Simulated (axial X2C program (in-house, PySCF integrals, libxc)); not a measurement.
**CH: bond curves with and without spin–orbit coupling**

Aim: find the lowest determinant of CH, scan the bond at several levels and fit the constants, once spin-free and once with spin–orbit coupling.

Method: all-electron X2C, C dyall-v3z, H dyall-v3z; program: an in-house X2C program for linear molecules on PySCF integrals.

All values are calculated.

## Step 1: Set-up

File task.json:

```json
{"zs": [6, 1], "q": 0, "bas": ["dyall-v3z", "dyall-v3z"], "levels": ["PBE0", "HF", "BHandHLYP"], "cc": true, "r0": 1.07, "thr": -2.0, "nmax": 90, "npts": 10, "nst": 2, "ntry": 6}
```

Keys: zs atomic numbers; q charge; bas basis sets; levels methods (HF also brings MP2); cc coupled cluster on or off; r0 starting distance in Å; thr threshold in hartree for freezing inner shells (an s shell follows its p shell); nmax most natural virtual spinors; npts points asked for on the curve; nst determinants followed; ntry starts of the search.

On the command line:

```bash
$ python so2c.py task.json out
```

Spin-free means the one-electron spin-free X2C Hamiltonian; two-component (2c) means X2C with spin–orbit coupling and atomic mean-field two-electron Coulomb and Gaunt terms. Basis: C dyall-v3z contracted to [7s6p2d1f], H dyall-v3z contracted to [6s2p1d]; Gaussian nuclei, density fitting. Masses: C 12.000 u, H 1.008 u.

Notation: σ, π±, δ± give the projection m of an orbital's angular momentum (0, ±1, ±2), α and β its spin, Λ and M_S the sums; ω is the projection of a spinor's total angular momentum and Ω the sum. Logs are in hartree.

The results follow Hamiltonian by Hamiltonian and level by level.

## Step 2: State search with PBE0

PBE0 moves the distance from 1.070 Å to 1.125 Å and compares determinants there.

Spin-free determinants:

```csv
ΔE (eV),state,open shells
0.00,"M_S = 1/2, Λ = 1",beyond closed shells: π+α
0.47,"M_S = 3/2, Λ = 0","beyond closed shells: σα, π+α, π-α"
1.83,"M_S = 1/2, Λ = 0","beyond closed shells: σβ, π+α, π-α"
2.65,"M_S = 1/2, Λ = 0","beyond closed shells: σα, π+α, π-β"
2.65,"M_S = 1/2, Λ = 2","beyond closed shells: σα, π+α, π+β"
```

Two-component determinants:

| ΔE (eV) | state | open shells |
| --- | --- | --- |
| 0.00 | Ω = 1/2 | excess of +ω over −ω: ω = 1/2 |
| 0.00 | Ω = 3/2 | excess of +ω over −ω: ω = 3/2 |
| 1.83 | Ω = 1/2 | excess of +ω over −ω: 2 × ω = -1/2, ω = 3/2 |
| 2.66 | Ω = 5/2 | excess of +ω over −ω: 2 × ω = 1/2, ω = 3/2 |
| 2.66 | Ω = 1/2 | excess of +ω over −ω: ω = 1/2 |

## Step 3: PBE0, spin-free

State followed: M_S = 1/2, Λ = 1 (beyond closed shells: π+α). The scan is laid around 1.125 Å, a first estimate of the minimum, and this SCF restarts from the orbitals of the search.

Output at 1.125 Å:

```text
spin-free X2C-1e  PBE0
basis functions 59  fitting functions 351  grid points 4343
iter        total energy     max residual
   1        -38.452316372     7.37e-05
   2        -38.452316429     2.68e-05
   3        -38.452316439     1.00e-05
converged
one-electron -56.64993644  Coulomb 20.92869491  exact exchange -1.34840908  xc functional -4.20494428  nuclear repulsion 2.82227846
```

Along the bond, energies from the lowest point:

| R (Å) | E (eV) | μ (D) | HOMO (eV) | LUMO (eV) | iterations |
| --- | --- | --- | --- | --- | --- |
| 0.979 | 0.3960 | 1.73 | -7.39 | -4.20 | 10 |
| 1.024 | 0.1728 | 1.67 | -7.38 | -4.20 | 8 |
| 1.058 | 0.0714 | 1.61 | -7.38 | -4.20 | 8 |
| 1.091 | 0.0165 | 1.56 | -7.38 | -4.20 | 8 |
| 1.125 | 0.0000 | 1.50 | -7.39 | -4.20 | 3 |
| 1.164 | 0.0202 | 1.43 | -7.40 | -4.21 | 8 |
| 1.204 | 0.0748 | 1.35 | -7.41 | -4.22 | 8 |
| 1.254 | 0.1837 | 1.25 | -7.43 | -4.23 | 9 |
| 1.316 | 0.3602 | 1.12 | -7.46 | -4.25 | 9 |
| 1.406 | 0.6718 | 0.93 | -7.52 | -4.30 | 11 |

Dipoles are positive if H is the positive end.

Outer orbitals at the reference distance:

```csv
symmetry,occupied,ε (eV),atomic character
σα,yes,-18.34,"54% C s, 35% H s, 7% H p"
σβ,yes,-16.92,"48% C s, 39% H s, 6% H p"
σα,yes,-9.16,"64% C p, 19% C s, 13% H s"
σβ,yes,-8.54,"63% C p, 23% C s, 11% H s"
π+α,yes,-7.39,"92% C p, 6% H p"
π-α,no,-4.20,"92% C p, 6% H p"
π+β,no,-2.63,"92% C p, 7% H p"
π-β,no,-2.63,"92% C p, 7% H p"
σα,no,0.79,"78% H s, 11% H p, 6% C s"
```

PBE0 fields in the half plane through the axis: z from -2.4 to 3.3 Å across, distance from the axis 0.15 to 2.25 Å upwards; C lies at z = 0 and H at z = 1.125 Å; the ELF is damped to zero where the density is low.

log10 density (e/bohr³). Ten even steps from '0' (-5.91 ) to '9' (0.67 ):
```
11223333333322211100
12233344443333222110
22334445544443332210
23344555555544433221
33445566666555443321
33455667776666544322
34456677777776654332
34456778988887654332
```

ELF. Ten even steps from '0' (0.00 ) to '9' (1.00 ):
```
00000000000000000000
00000111100000000000
00012444210000000000
00136776421111100000
00368888643456530000
01589999766899873000
02689998259999995100
03799991919999997100
```

Re = 1.125 Å, ωe = 2847 cm⁻¹, ωexe = 56.6 cm⁻¹, Be = 14.33 cm⁻¹, De = 3.49 eV, μ = 1.50 D.

## Step 4: HF, spin-free

The SCF at the reference distance of 1.125 Å:

```text
spin-free X2C-1e  HF
basis functions 59  fitting functions 351  grid points 4343
iter        total energy     max residual
   1        -38.292599394     1.08e-01
   2        -38.295962993     4.13e-03
   3        -38.296129066     3.17e-03
   4        -38.296143771     8.53e-04
   5        -38.296147145     2.32e-04
   6        -38.296147663     1.93e-04
   7        -38.296147813     4.74e-05
   8        -38.296147842     2.23e-05
   9        -38.296147848     1.38e-05
  10        -38.296147848     2.35e-06
converged
one-electron -56.60980707  Coulomb 20.89768783  exact exchange -5.40630706  xc functional 0.00000000  nuclear repulsion 2.82227846
```

Re = 1.105 Å, ωe = 3038 cm⁻¹, ωexe = 56 cm⁻¹, Be = 14.86 cm⁻¹, De = 2.39 eV, μ = 1.64 D.

## Step 5: BHandHLYP, spin-free

The SCF at the reference distance of 1.125 Å:

```text
spin-free X2C-1e  BHandHLYP
basis functions 59  fitting functions 351  grid points 4343
iter        total energy     max residual
   1        -38.491571458     1.61e-02
   2        -38.491943512     1.12e-03
   3        -38.491952161     5.07e-04
   4        -38.491953357     1.15e-04
   5        -38.491953434     3.75e-05
   6        -38.491953446     8.99e-06
   7        -38.491953447     2.30e-06
converged
one-electron -56.66415906  Coulomb 20.94877187  exact exchange -2.70034022  xc functional -2.89850449  nuclear repulsion 2.82227846
```

Re = 1.109 Å, ωe = 2955 cm⁻¹, ωexe = 57.6 cm⁻¹, Be = 14.73 cm⁻¹, De = 3.50 eV, μ = 1.56 D.

## Step 6: Correlated methods, spin-free

Correlated methods: 5 electrons correlated (frozen shells, counted by type: C 1 s; H none), 105 virtual spinors in MP2, 65 natural virtuals in coupled cluster.

Output of the correlated part at 1.125 Å:

```text
correlated 5  virtual 105  natural virtual 65  E(MP2) -0.105966702  MP2 remainder -0.001595833
iter   CCSD correlation   residual
   1     -0.120995566   9.32e-02
   2     -0.127939745   4.12e-02
   3     -0.128622483   1.33e-02
   4     -0.128694901   3.79e-03
   5     -0.128669917   1.34e-03
   6     -0.128674362   4.71e-04
   7     -0.128674825   1.23e-04
   8     -0.128673696   3.03e-05
   9     -0.128673851   8.47e-06
  10     -0.128673903   2.79e-06
  11     -0.128673920   9.59e-07
(T) -0.003361269  T1 0.0136  D1 0.0261  max T2 0.089
```

T1 in the output is the amplitude norm over the root of the electron number; divide by √2 for the Lee–Taylor value.

MP2: Re = 1.114 Å, ωe = 2947 cm⁻¹, Be = 14.6 cm⁻¹, De = 3.39 eV.

CCSD: Re = 1.121 Å, ωe = 2861 cm⁻¹, ωexe = 62.7 cm⁻¹, Be = 14.42 cm⁻¹, De = 3.51 eV. T1 at Re = 0.010 (Lee–Taylor, the printed value over √2).

CCSD(T): Re = 1.123 Å, ωe = 2842 cm⁻¹, ωexe = 63.9 cm⁻¹, Be = 14.37 cm⁻¹, De = 3.55 eV. T1 at Re = 0.010 (Lee–Taylor, the printed value over √2).

## Step 7: A higher determinant, spin-free

State: M_S = 3/2, Λ = 0 (beyond closed shells: σα, π+α, π-α).

Output at the reference distance:

```text
spin-free X2C-1e  PBE0
basis functions 59  fitting functions 351  grid points 4343
iter        total energy     max residual
   1        -38.435203049     4.00e-05
   2        -38.435203066     1.57e-05
   3        -38.435203067     3.08e-06
converged
one-electron -56.67842300  Coulomb 21.05206414  exact exchange -1.37397916  xc functional -4.25714350  nuclear repulsion 2.82227846
```

| R (Å) | E above the lowest PBE0 point (eV) |
| --- | --- |
| 0.979 | 0.701 |
| 1.024 | 0.527 |
| 1.058 | 0.463 |
| 1.091 | 0.445 |
| 1.125 | 0.466 |
| 1.164 | 0.528 |
| 1.204 | 0.622 |
| 1.254 | 0.779 |
| 1.316 | 1.007 |

Re = 1.089 Å, ωe = 3132 cm⁻¹, ωexe = 67.3 cm⁻¹, Be = 15.29 cm⁻¹, μ = 0.67 D. Te = 0.45 eV.

## Step 8: The spin-free curves together

Energy (eV) of the followed determinant, spin-free, from each level's lowest point:

| R (Å) | PBE0 | HF | MP2 | CCSD | CCSD(T) | BHandHLYP |
| --- | --- | --- | --- | --- | --- | --- |
| 0.979 | 0.396 | 0.319 | 0.356 | n/a | n/a | 0.328 |
| 1.024 | 0.173 | 0.119 | 0.144 | 0.163 | 0.167 | 0.127 |
| 1.058 | 0.071 | 0.036 | 0.052 | 0.065 | 0.068 | 0.041 |
| 1.091 | 0.017 | 0.000 | 0.007 | 0.013 | 0.015 | 0.002 |
| 1.125 | 0.000 | 0.003 | 0.000 | 0.000 | 0.000 | 0.000 |
| 1.164 | 0.020 | 0.047 | 0.032 | 0.024 | 0.022 | 0.037 |
| 1.204 | 0.075 | 0.126 | 0.099 | 0.081 | 0.077 | 0.108 |
| 1.254 | 0.184 | 0.266 | 0.224 | 0.192 | 0.185 | 0.237 |
| 1.316 | 0.360 | 0.481 | 0.420 | n/a | n/a | 0.436 |
| 1.406 | 0.672 | 0.847 | 0.762 | n/a | n/a | 0.779 |

## Step 9: PBE0, 2c

State followed: Ω = 1/2 (excess of +ω over −ω: ω = 1/2). The scan is laid around 1.125 Å, a first estimate of the minimum, and this SCF restarts from the orbitals of the search.

Output at 1.125 Å:

```text
two-component X2C + atomic mean field  PBE0
basis functions 59  fitting functions 351  grid points 4343
iter        total energy     max residual
   1        -38.450889809     5.92e-05
   2        -38.450889838     3.64e-05
   3        -38.450889849     1.11e-05
   4        -38.450889850     1.75e-06
converged
one-electron -56.64636146  Coulomb 20.92775896  exact exchange -1.34834577  xc functional -4.20474975  nuclear repulsion 2.82227846  atomic mean-field constant -0.00147030
```

Along the bond, energies from the lowest point:

| R (Å) | E (eV) | μ (D) | HOMO (eV) | LUMO (eV) | iterations |
| --- | --- | --- | --- | --- | --- |
| 0.979 | 0.3962 | 1.73 | -7.39 | -4.20 | 10 |
| 1.024 | 0.1729 | 1.67 | -7.38 | -4.20 | 8 |
| 1.058 | 0.0715 | 1.61 | -7.38 | -4.20 | 8 |
| 1.091 | 0.0165 | 1.56 | -7.38 | -4.20 | 8 |
| 1.125 | 0.0000 | 1.50 | -7.39 | -4.20 | 4 |
| 1.164 | 0.0202 | 1.43 | -7.40 | -4.21 | 8 |
| 1.204 | 0.0747 | 1.35 | -7.41 | -4.21 | 8 |
| 1.254 | 0.1836 | 1.25 | -7.43 | -4.23 | 9 |
| 1.316 | 0.3600 | 1.12 | -7.46 | -4.25 | 9 |
| 1.406 | 0.6716 | 0.93 | -7.52 | -4.30 | 11 |

Dipoles are positive if H is the positive end.

Outer spinors at the reference distance:

```json
{"ω": "-1/2", "occupied": "yes", "ε (eV)": "-18.34", "atomic character": "54% C s, 35% H s, 7% H p", "λ mixture": "100% σ"}
{"ω": "1/2", "occupied": "yes", "ε (eV)": "-16.92", "atomic character": "48% C s, 39% H s, 6% H p", "λ mixture": "100% σ"}
{"ω": "-1/2", "occupied": "yes", "ε (eV)": "-9.16", "atomic character": "64% C p, 19% C s, 13% H s", "λ mixture": "100% σ"}
{"ω": "1/2", "occupied": "yes", "ε (eV)": "-8.54", "atomic character": "63% C p, 23% C s, 11% H s", "λ mixture": "100% σ"}
{"ω": "1/2", "occupied": "yes", "ε (eV)": "-7.39", "atomic character": "92% C p, 6% H p", "λ mixture": "100% π"}
{"ω": "-3/2", "occupied": "no", "ε (eV)": "-4.20", "atomic character": "92% C p, 6% H p", "λ mixture": "100% π"}
{"ω": "-1/2", "occupied": "no", "ε (eV)": "-2.63", "atomic character": "92% C p, 7% H p", "λ mixture": "100% π"}
{"ω": "3/2", "occupied": "no", "ε (eV)": "-2.63", "atomic character": "92% C p, 7% H p", "λ mixture": "100% π"}
{"ω": "-1/2", "occupied": "no", "ε (eV)": "0.79", "atomic character": "78% H s, 11% H p, 6% C s", "λ mixture": "100% σ"}
```

PBE0 fields in the half plane through the axis: z from -2.4 to 3.3 Å across, distance from the axis 0.15 to 2.25 Å upwards; C lies at z = 0 and H at z = 1.125 Å; the ELF is damped to zero where the density is low.

log10 density (e/bohr³). Ten even steps from ' ' (-5.91 ) to '@' (0.67 ):
```
....::::----------------::::::......    
..::::------========--------::::::....  
::::----======++++========------::::..  
::----====++++++++++++++======----::::..
----====++++**********++++++====----::..
----==++++****######********++====--::::
--====++****##############****++==----::
--====++**####%%@@%%%%%%%%##**++==----::
```

ELF. Ten even steps from '0' (0.00 ) to '9' (1.00 ):
```
00000000000000000000
00000111100000000000
00012444210000000000
00136776421111100000
00368888643456530000
01589999766899873000
02689998259999995100
03799991919999997100
```

Re = 1.125 Å, ωe = 2847 cm⁻¹, ωexe = 56.6 cm⁻¹, Be = 14.33 cm⁻¹, De = 3.49 eV, μ = 1.50 D.

## Step 10: HF, 2c

The SCF at the reference distance of 1.125 Å:

```text
two-component X2C + atomic mean field  HF
basis functions 59  fitting functions 351  grid points 4343
iter        total energy     max residual
   1        -38.291177404     1.08e-01
   2        -38.294540551     4.13e-03
   3        -38.294706549     3.17e-03
   4        -38.294721226     8.52e-04
   5        -38.294724585     2.32e-04
   6        -38.294725100     1.93e-04
   7        -38.294725249     4.73e-05
   8        -38.294725278     2.23e-05
   9        -38.294725284     1.39e-05
  10        -38.294725284     2.34e-06
converged
one-electron -56.60624223  Coulomb 20.89676145  exact exchange -5.40605266  xc functional 0.00000000  nuclear repulsion 2.82227846  atomic mean-field constant -0.00147030
```

Re = 1.105 Å, ωe = 3038 cm⁻¹, ωexe = 56 cm⁻¹, Be = 14.85 cm⁻¹, De = 2.39 eV, μ = 1.64 D.

## Step 11: BHandHLYP, 2c

Output at 1.125 Å:

```text
two-component X2C + atomic mean field  BHandHLYP
basis functions 59  fitting functions 351  grid points 4343
iter        total energy     max residual
   1        -38.490142980     1.61e-02
   2        -38.490514975     1.12e-03
   3        -38.490523614     5.07e-04
   4        -38.490524807     1.14e-04
   5        -38.490524883     3.74e-05
   6        -38.490524895     8.89e-06
   7        -38.490524896     2.28e-06
converged
one-electron -56.66058631  Coulomb 20.94783714  exact exchange -2.70021291  xc functional -2.89837097  nuclear repulsion 2.82227846  atomic mean-field constant -0.00147030
```

Re = 1.110 Å, ωe = 2955 cm⁻¹, ωexe = 57.6 cm⁻¹, Be = 14.73 cm⁻¹, De = 3.50 eV, μ = 1.56 D.

## Step 12: MP2 and beyond, 2c

Correlated methods: 5 electrons correlated (frozen shells, counted by type: C 1 s; H none), 105 virtual spinors in MP2, 65 natural virtuals in coupled cluster.

Output of the correlated part at 1.125 Å:

```text
correlated 5  virtual 105  natural virtual 65  E(MP2) -0.105960910  MP2 remainder -0.001595792
iter   CCSD correlation   residual
   1     -0.120988438   9.31e-02
   2     -0.127930733   4.12e-02
   3     -0.128612945   1.33e-02
   4     -0.128685260   3.78e-03
   5     -0.128660290   1.34e-03
   6     -0.128664729   4.71e-04
   7     -0.128665191   1.23e-04
   8     -0.128664063   3.11e-05
   9     -0.128664219   1.05e-05
  10     -0.128664284   5.85e-06
  11     -0.128664311   4.19e-06
  12     -0.128664260   2.66e-06
  13     -0.128664269   1.17e-06
(T) -0.003360510  T1 0.0136  D1 0.0261  max T2 0.089
```

MP2: Re = 1.114 Å, ωe = 2947 cm⁻¹, Be = 14.6 cm⁻¹, De = 3.39 eV.

CCSD: Re = 1.121 Å, ωe = 2861 cm⁻¹, ωexe = 62.7 cm⁻¹, Be = 14.42 cm⁻¹, De = 3.51 eV. T1 at Re = 0.010 (Lee–Taylor, the printed value over √2).

CCSD(T): Re = 1.123 Å, ωe = 2842 cm⁻¹, ωexe = 63.9 cm⁻¹, Be = 14.37 cm⁻¹, De = 3.55 eV. T1 at Re = 0.010 (Lee–Taylor, the printed value over √2).

## Step 13: A higher determinant, 2c

State: Ω = 3/2 (excess of +ω over −ω: ω = 3/2).

Output at the reference distance:

```text
two-component X2C + atomic mean field  PBE0
basis functions 59  fitting functions 351  grid points 4343
iter        total energy     max residual
   1        -38.450742719     7.82e-05
   2        -38.450742788     4.76e-05
   3        -38.450742829     2.89e-05
   4        -38.450742849     1.30e-05
   5        -38.450742853     1.03e-05
converged
one-electron -56.64575298  Coulomb 20.92721529  exact exchange -1.34832656  xc functional -4.20468676  nuclear repulsion 2.82227846  atomic mean-field constant -0.00147030
```

| R (Å) | E above the lowest PBE0 point (eV) |
| --- | --- |
| 0.979 | 0.400 |
| 1.024 | 0.177 |
| 1.058 | 0.076 |
| 1.091 | 0.021 |
| 1.125 | 0.004 |
| 1.164 | 0.024 |
| 1.204 | 0.079 |
| 1.254 | 0.188 |
| 1.316 | 0.364 |

Re = 1.125 Å, ωe = 2847 cm⁻¹, ωexe = 56.6 cm⁻¹, Be = 14.33 cm⁻¹, μ = 1.50 D. Te = 0.00 eV.

## Step 14: The 2c curves together

Energy (eV) of the followed determinant, 2c, from each level's lowest point:

| R (Å) | PBE0 | HF | MP2 | CCSD | CCSD(T) | BHandHLYP |
| --- | --- | --- | --- | --- | --- | --- |
| 0.979 | 0.396 | 0.319 | 0.356 | n/a | n/a | 0.329 |
| 1.024 | 0.173 | 0.119 | 0.144 | 0.163 | 0.167 | 0.127 |
| 1.058 | 0.072 | 0.036 | 0.052 | 0.065 | 0.068 | 0.041 |
| 1.091 | 0.017 | 0.000 | 0.007 | 0.013 | 0.015 | 0.002 |
| 1.125 | 0.000 | 0.003 | 0.000 | 0.000 | 0.000 | 0.000 |
| 1.164 | 0.020 | 0.047 | 0.032 | 0.024 | 0.022 | 0.037 |
| 1.204 | 0.075 | 0.126 | 0.099 | 0.081 | 0.077 | 0.108 |
| 1.254 | 0.184 | 0.266 | 0.224 | 0.192 | 0.185 | 0.237 |
| 1.316 | 0.360 | 0.481 | 0.420 | n/a | n/a | 0.436 |
| 1.406 | 0.672 | 0.847 | 0.762 | n/a | n/a | 0.779 |

Time for the job: 14 s (1 thread of Arm Neoverse V2, shared host).

## Step 15: What came out

Lowest determinant that the search found at its distance, spin-free: M_S = 1/2, Λ = 1 (beyond closed shells: π+α).

Lowest determinant that the search found at its distance, 2c: Ω = 1/2 (excess of +ω over −ω: ω = 1/2).

| Hamiltonian | level | Re (Å) | ωe (cm⁻¹) | De (eV) | μ (D) |
| --- | --- | --- | --- | --- | --- |
| spin-free | PBE0 | 1.125 | 2847 | 3.49 | 1.50 |
| spin-free | HF | 1.105 | 3038 | 2.39 | 1.64 |
| spin-free | MP2 | 1.114 | 2947 | 3.39 | n/a |
| spin-free | CCSD | 1.121 | 2861 | 3.51 | n/a |
| spin-free | CCSD(T) | 1.123 | 2842 | 3.55 | n/a |
| spin-free | BHandHLYP | 1.109 | 2955 | 3.50 | 1.56 |
| 2c | PBE0 | 1.125 | 2847 | 3.49 | 1.50 |
| 2c | HF | 1.105 | 3038 | 2.39 | 1.64 |
| 2c | MP2 | 1.114 | 2947 | 3.39 | n/a |
| 2c | CCSD | 1.121 | 2861 | 3.51 | n/a |
| 2c | CCSD(T) | 1.123 | 2842 | 3.55 | n/a |
| 2c | BHandHLYP | 1.110 | 2955 | 3.50 | 1.56 |

Dipoles are positive if H is the positive end.

Time per point (s) on 1 thread of Arm Neoverse V2, shared host (2c runs; CCSD comes with the CCSD(T) run); the times are rough: PBE0 0.08, HF 0.027, MP2 0.033, CCSD(T) 0.36, BHandHLYP 0.081.

At CCSD(T), going from spin-free to two-component changes Re by 0 mÅ, ωe by 0.0 %; the spin-free picture holds up (part of it comes from the scalar share of the two-electron terms). De moves by 0.00 eV; both De rest on single-determinant atoms, which can miss part of an open shell's spin–orbit lowering.

De refers to C + H, each in the lowest determinant found, which need not be this curve's own limit. Each curve is one determinant whose occupation by symmetry is held fixed; it was picked as the lowest of a PBE0 search that is not exhaustive. De is counted from the lowest determinant-based energies of the atoms at the same level, without counterpoise correction. Density functionals use the spin component along the axis (collinear). CCSD and (T) use frozen natural virtuals with an MP2 correction for the truncation.
